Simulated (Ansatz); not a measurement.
# Si₂H₄O (SMILES O1[SiH2][SiH2]1): a rigid scan of the angle H5–Si2–O1

One table from this session's results is given with a row withheld; the runs are named, their logs left out.

Method: single points in def2-TZVPP; program: Ansatz 0.2.0, Gaussian basis.

Levels: PBE-D4, r2SCAN-D4, PBE0-D4, B3LYP-D4, wB97M-V, Hartree-Fock, MP2, CCSD, CCSD(T). The scan takes 84.1, 91.6, 99.1, 106.6, 114.1, 121.6, 129.1, 136.6, 144.1°.

Cores are frozen in the correlated methods. B3LYP uses VWN-RPA correlation.

127 further runs of the same task are left out: 127 set aside as unsound or not needed.

## Where the work starts

The minimum, relaxed at PBE0-D4: SMILES `O1[SiH2][SiH2]1`, 7 atoms, charge 0, spin multiplicity 1.

Atoms are counted from 1 here; the program's logs count them from 0.

Bond lengths: O1–Si2 1.695 Å, O1–Si3 1.695 Å, Si2–Si3 2.190 Å, Si2–H4 1.483 Å, Si2–H5 1.483 Å, Si3–H6 1.483 Å, Si3–H7 1.483 Å. Angles: Si2–O1–Si3 80.5°, O1–Si2–Si3 49.8°, O1–Si2–H4 114.1°, O1–Si2–H5 114.1°, Si3–Si2–H4 124.6°, Si3–Si2–H5 124.6°, H4–Si2–H5 110.5°, O1–Si3–Si2 49.8°, O1–Si3–H6 114.1°, O1–Si3–H7 114.1°, Si2–Si3–H6 124.6°, Si2–Si3–H7 124.6°, H6–Si3–H7 110.5°.

Coordinates:

```xyz
7
H4OSi2
O    -0.77628   -0.46490    0.71930
Si   -0.60147   -0.07938   -0.92216
Si    0.78681    0.19038    0.75043
H    -0.61188   -1.25595   -1.82561
H    -1.54749    0.95591   -1.40577
H     0.90735    1.43293    1.55180
H     1.84294   -0.77897    1.13202
```

Energies of the minimum (eV), from earlier single points: PBE-D4 -17858.86231, r2SCAN-D4 -17866.77996, PBE0-D4 -17860.36536, B3LYP-D4 -17870.62438, wB97M-V -17867.23814, CCSD(T) -17841.30652.

At the minimum the angle H5–Si2–O1 is 114.1°.

The first run:

Input file pbe-tzvpp/in.yaml:

```yaml
crystal:
  periodic: [false, false, false]
  atoms:
    - {symbol: O, position_ang: [-0.776280, -0.464900, 0.719299]}
    - {symbol: Si, position_ang: [-0.601474, -0.079380, -0.922160]}
    - {symbol: Si, position_ang: [0.786810, 0.190378, 0.750429]}
    - {symbol: H, position_ang: [-0.611876, -1.255955, -1.825612]}
    - {symbol: H, position_ang: [-1.716339, 0.864000, -0.661844]}
    - {symbol: H, position_ang: [0.907352, 1.432927, 1.551800]}
    - {symbol: H, position_ang: [1.842941, -0.778970, 1.132024]}
basis:
  gaussian: {orbitals: def2-TZVPP}
hamiltonian: {xc: pbe, dispersion: d4}
output: {forces: true}
```

r2scan-tzvpp/in.yaml differs from pbe-tzvpp/in.yaml so:

```diff
-hamiltonian: {xc: pbe, dispersion: d4}
+hamiltonian: {xc: r2scan, dispersion: d4}
```

pbe0-tzvpp/in.yaml:

```diff
-hamiltonian: {xc: pbe, dispersion: d4}
-output: {forces: true}
+hamiltonian: {xc: pbe0, dispersion: d4}
+output: {forces: true, orbitals: {seedname: orbitals}}
```

b3lyp-tzvpp/in.yaml:

```diff
-hamiltonian: {xc: pbe, dispersion: d4}
+hamiltonian: {xc: {name: B3LYP}, dispersion: d4}
```

wb97mv-tzvpp/in.yaml:

```diff
-hamiltonian: {xc: pbe, dispersion: d4}
-output: {forces: true}
+hamiltonian: {xc: {name: wB97M-V}}
```

ccsdt-tzvpp/in.yaml:

```diff
-hamiltonian: {xc: pbe, dispersion: d4}
-output: {forces: true}
+correlation: {method: ccsd_t}
```

The same command starts each run, in its folder.

On the command line:

```sh
$ ansatz run in.yaml --threads 2 --pin off --events-out ev --progress --plain --max-ram 4352MiB
```

Steps of the session up to this table: H5–Si2–O1 = 84.1°; H5–Si2–O1 = 91.6°; H5–Si2–O1 = 99.1°; H5–Si2–O1 = 106.6°; H5–Si2–O1 = 114.1°; H5–Si2–O1 = 121.6°; H5–Si2–O1 = 129.1°; H5–Si2–O1 = 136.6°; H5–Si2–O1 = 144.1°.

One of the session's tables, all rows but one given; the rest of the session is left out.

Energies less that of the minimum at the same level (kcal/mol):

```
      angle (°)  PBE-D4  PBE0-D4  B3LYP-D4  wB97M-V  Hartree-Fock
           84.1    14.3     15.2      15.5     15.5          18.5
           91.6     7.8      8.3       8.5      8.5          10.2
           99.1       ?        ?         ?        ?             ?
          106.6     0.8      0.9       0.9      0.9           1.2
          114.1     0.0      0.0       0.0      0.0           0.0
114.1 (minimum)     0.0      0.0       0.0      0.0           0.0
          121.6     0.8      0.8       0.8      0.8           0.8
          129.1     3.2      3.3       3.3      3.2           3.5
          136.6     7.2      7.4       7.4      7.3           8.1
          144.1    12.6     13.1      13.2     13.0          14.5
```

Q: Estimate the row for angle (°) = 99.1 from the others.

Worked estimate for «PBE-D4». A straight line through the neighbours (91.6, 7.8) and (106.6, 0.8) gives 7.8 + (0.8 − 7.8) × (99.1 − 91.6) / (106.6 − 91.6) = 4.3; a parabola fitted to 4 rows on both sides gives 3.4.

As computed: PBE-D4: 3.4; PBE0-D4: 3.6; B3LYP-D4: 3.7; wB97M-V: 3.7; Hartree-Fock: 4.5. In «PBE-D4» the line misses by +0.9 and the parabola by 0.0.
